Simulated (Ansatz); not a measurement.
## ClF: the interaction energy of a dimer with the counterpoise correction, step by step

Computed with the Ansatz DFT code, driven from Python.

Run as a notebook:

**Cell 1**
```python
import ansatz as az
```

**Cell 2**
```python
FIRST = [
    ("Cl", (0.0, 0.0, -0.7925)),
    ("F", (0.0, 0.0, 0.7925)),
]
SECOND = [
    ("Cl", (2.216, -0.354, -2.4964)),
    ("F", (2.1721, 1.2016, -2.1958)),
]
```

**Cell 3**
```python
def energy(atoms, ghosts=()):
    molecule = az.Crystal.molecule()
    for symbol, xyz in atoms:
        molecule = molecule.atom(symbol, xyz)
    calc = (
        molecule.calculation()
        .basis(gaussian="def2-SVP")
        .functional("pbe")
    )
    deck = calc.input()
    if ghosts:
        deck = deck.set(az.key.basis.gaussian.ghost_atoms, [{"symbol": s, "position_ang": list(xyz)} for s, xyz in ghosts])
    return az.Session.from_dict(deck).plan().execute().report["free_energy_ev"]
```

**Cell 4**
```python
# ghost atoms carry the functions of the partner
both = energy(FIRST + SECOND)
alone = energy(FIRST) + energy(SECOND)
ghosted = energy(FIRST, SECOND) + energy(SECOND, FIRST)
print(f"dimer {both:.6f} eV")
print(f"interaction, uncorrected   {(both - alone):8.3f} eV")
print(f"interaction, counterpoise  {(both - ghosted):8.3f} eV")
print(f"basis-set superposition    {(alone - ghosted):8.3f} eV")
```
Output:
```text
dimer -30446.153091 eV
interaction, uncorrected      0.200 eV
interaction, counterpoise     0.298 eV
basis-set superposition       0.098 eV
```

Uncorrected it is 0.200 eV, with the counterpoise correction 0.298 eV; the difference, 0.10 eV, is the superposition error. In this basis both values are repulsive.

Notes:
- Total energies depend on the basis set; only differences at equal settings carry meaning.
- The dimer is a generated trial pose of unrelaxed monomers, not a minimum, so the figure is no binding energy, and the basis set is small.
- This level lacks the dispersion part of the attraction (electrostatics and induction are there), which can decide the sign where the interaction is weak.
- The spin state was assumed, and another may lie lower.
- Hardware and time: 3.2 s on 1 thread of Arm Neoverse V1, on a shared host, peak memory 0.15 GiB.
